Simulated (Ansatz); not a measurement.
A run on `CCCC(N)=O` with other settings.

```yaml
crystal:
  periodic: [false, false, false]
  atoms:
    - {symbol: C, position_ang: [-1.693354, -1.442890, -0.412036]}
    - {symbol: C, position_ang: [-0.238459, -1.043529, -0.245390]}
    - {symbol: C, position_ang: [-0.071388, 0.444471, 0.004573]}
    - {symbol: C, position_ang: [1.381596, 0.872082, 0.035368]}
    - {symbol: N, position_ang: [1.652452, 1.937266, 0.831883]}
    - {symbol: O, position_ang: [2.242531, 0.321782, -0.617791]}
    - {symbol: H, position_ang: [-2.150379, -0.924977, -1.260273]}
    - {symbol: H, position_ang: [-2.281381, -1.198987, 0.477700]}
    - {symbol: H, position_ang: [-1.791340, -2.516183, -0.588191]}
    - {symbol: H, position_ang: [0.339314, -1.310075, -1.132935]}
    - {symbol: H, position_ang: [0.210389, -1.599090, 0.584165]}
    - {symbol: H, position_ang: [-0.578306, 0.742878, 0.928629]}
    - {symbol: H, position_ang: [-0.548536, 1.011009, -0.805173]}
    - {symbol: H, position_ang: [0.938144, 2.403387, 1.358624]}
    - {symbol: H, position_ang: [2.588726, 2.302855, 0.840834]}
basis:
  gaussian: {orbitals: aug-cc-pVDZ}
hamiltonian: {xc: {name: r2SCAN}}
```

```sh
$ ansatz run in.yaml --threads 2 --pin off --events-out ev --progress --plain --max-ram 32768MiB --backend cpu
```

It prints (some lines left out):

```
Functional definition: r2SCAN
  name "r2SCAN"
  cite "Furness, Kaplan, Ning, Perdew & Sun, J. Phys. Chem. Lett. 11, 8208 (2020) doi:10.1021/acs.jpclett.0c02405"
  cite "Furness, Kaplan, Ning, Perdew & Sun, J. Phys. Chem. Lett. 11, 9248 (2020) doi:10.1021/acs.jpclett.0c03077"
  parent r2scan
  parameter k0 = 0.174
  parameter k1 = 0.065
  parameter a1 = 4.9479
  exchange = r2scan_x(k0 = k0, k1 = k1, a1 = a1)
  correlation = r2scan_c
1911 factors; their error is unknown
mean field evaluation 1: about -7810.8322 eV, gradient 9.0e1 eV
mean field evaluation 2: about -7782.3371 eV, gradient 1.4e2 eV
mean field evaluation 4: about -7828.7215 eV, gradient 1.7e1 eV
mean field evaluation 8: about -7829.2657 eV, gradient 2.8e-1 eV
mean field evaluation 16: about -7829.2061 eV, gradient 9.4e-4 eV
mean field -7829.20609605 eV, -287.7180172034 hartree, gradient 6.4e-5 eV, S^2 0.000000; 0 other end points of the search recorded, 0 dependent functions left out
reference -7829.20612935 eV, -287.7180184271 hartree; 24, 24 occupied and 195, 195 virtual orbitals, 1911 factors
Total energy: -7829.20612935 eV, -287.7180184271 hartree
```

Hardware: 2 threads of an AMD EPYC 7R13 on a shared host. Wall time 7 s, peak host memory 0.37 GiB.
